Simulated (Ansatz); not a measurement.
## SrZn₂: computed properties

The calculation used DFT r2SCAN, scalar-relativistic, plane waves, PAW (Ansatz 0.2.0).

Cutoff 500 eV; k points 10×10×10 on the computed 6-atom cell (Γ-centred); Gaussian smearing, width 0.10 eV; no spin polarisation.

The structure is relaxed at this level of theory with its symmetry kept. Whether it is the stable form of this composition wasn't checked.

```
Sr Zn
1.0
    -2.37469    3.86194    3.82196
     2.37469   -3.86194    3.82196
     2.37469    3.86194   -3.82196
Sr Zn
2 4
Direct
  0.30365 0.05365 0.25000
  0.69635 0.94635 0.75000
  0.26805 0.33724 0.93081
  0.90643 0.33724 0.56919
  0.73195 0.66276 0.06919
  0.09357 0.66276 0.43081
```

| Property | Result |
| --- | --- |
| Space group | Imma (No. 74) |
| Volume per atom | 23.37 Å³ |
| Formation energy from the elements' standard states (uncorrected) | -0.249 eV/atom |
| Generalised Kohn–Sham band gap | none (metal) |
| Density of states at the Fermi level | 2.82 states/eV per cell |
| Bader charges (e) | Sr (2 in the cell) 1.30, Zn (4 in the cell) -0.65 |